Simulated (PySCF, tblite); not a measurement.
## hydrogen cyanide and hydrogen sulfide

A gas-phase complex of hydrogen cyanide and hydrogen sulfide; neutral, singlet. The structure comes from a short search (6 tight-binding starts) and was relaxed by PBE0-D3(BJ)/def2-TZVPD; another way of binding may lie lower. Frequencies by PBE0-D3(BJ)/def2-TZVPD show no clear imaginary mode.

```
part              name  SMILES  atoms  charge  multiplicity
   1  hydrogen cyanide     C#N    1–3       0             1
   2  hydrogen sulfide       S    4–6       0             1
```

| atom | part | x (Å) | y (Å) | z (Å) |
| --- | --- | --- | --- | --- |
| C1 | 1 | -0.448 | 0.245 | -0.458 |
| N2 | 1 | 0.030 | -0.303 | 0.426 |
| H3 | 1 | -0.891 | 0.758 | -1.284 |
| S4 | 2 | 1.527 | -1.366 | 3.671 |
| H5 | 2 | 0.994 | -1.017 | 2.487 |
| H6 | 2 | 1.651 | -2.649 | 3.302 |

Contacts between parts, classed by geometry: H5···N2 2.384 Å (hydrogen bond, 178°).

Interaction energies are complex less parts, with the parts frozen as they stand in it; counterpoise-corrected, in kcal/mol (PySCF). The CCSD(T) estimate is Hartree-Fock/aug-cc-pVQZ, plus the MP2 correlation part extrapolated as X⁻³ from aug-cc-pVTZ and aug-cc-pVQZ, plus CCSD(T) less MP2 in aug-cc-pVDZ; noble-gas cores are frozen. It isn't the exact limit.

Question: Give the interaction energy at each level run.

Answer: 
```csv
level,interaction,superposition error removed
Hartree-Fock/aug-cc-pVQZ,-0.90,-
wB97M-D3(BJ)/def2-TZVPD,-2.08,-0.06
PBE0-D3(BJ)/def2-TZVPD,-2.41,-0.07
MP2/aug-cc-pVQZ,-2.49,-0.19
"CCSD(T), estimated basis limit",-2.21,-
```

Question: What holds them together? Decompose the wB97M-D3(BJ)/def2-TZVPD energy: frozen parts, their antisymmetrised product, then relaxation.

Answer: electrostatic -3.0, Pauli repulsion +2.6, orbital relaxation -1.1, dispersion correction -0.6 kcal/mol, which sum to the value before the counterpoise correction; the Pauli term holds the exchange-correlation of the frozen density too. Of the attraction, 64 % is electrostatic, 23 % is orbital relaxation, 12 % is dispersion correction.

The parts were also relaxed and run alone, at the levels used for the complex: vibrations by PBE0-D3(BJ)/def2-TZVPD; shieldings by PBE0/pcSseg-2; core levels by delta-SCF with SCAN, pcX-2 on the ionised atom and pcseg-1 elsewhere, spin-free X2C (2p3/2 is the spin-free 2p value less a third of a first-order spin-orbit splitting).

Values alone: S4–H5 bond (Å): 1.342; stretch carried by H5 (cm⁻¹, harmonic): 2724, 2738; its infrared intensity (km/mol): 0, 0; shielding of H5 (ppm): 30.49; shielding of N2 (ppm): -45.8; shielding of S4 (ppm): 712.6; C1 1s core level (eV): 293.41; N2 1s core level (eV): 406.64; S4 2p3/2 core level (eV): 170.37.

Question: How do these values change when the complex forms?

Answer: 
```
                              property       alone  in the complex             change
                        S4–H5 bond (Å)       1.342           1.345             +0.003
stretch carried by H5 (cm⁻¹, harmonic)  2724, 2738            2697  -34 from the mean
       its infrared intensity (km/mol)        0, 0              93                   
                 shielding of H5 (ppm)       30.49           29.26              -1.24
                 shielding of N2 (ppm)       -45.8           -38.6               +7.1
                 shielding of S4 (ppm)       712.6           720.0               +7.4
                 C1 1s core level (eV)      293.41          293.70              +0.29
                 N2 1s core level (eV)      406.64          406.91              +0.27
              S4 2p3/2 core level (eV)      170.37          169.61              -0.77
```

The core-hole states of C1, N2 are spin-contaminated (⟨S²⟩ 0.84, 0.83 against 0.75 for a pure doublet), so those values and differences from them are less sure.

Question: What are the binding energy from relaxed parts (wB97M-D3(BJ)/def2-TZVPD), and ΔH and ΔG of association at 298.15 K and 1 atm?

Answer: -2.07 kcal/mol, -1.24 with zero-point energy; ΔH -1.1 and ΔG +4.9 kcal/mol, from harmonic vibrations by PBE0-D3(BJ)/def2-TZVPD with low modes damped.

The 6 runs behind this took 2.7 min in all, one thread each of AMD EPYC 9R45 on a shared host, launched as `OMP_NUM_THREADS=1 python cluster_run.py task.json out`.
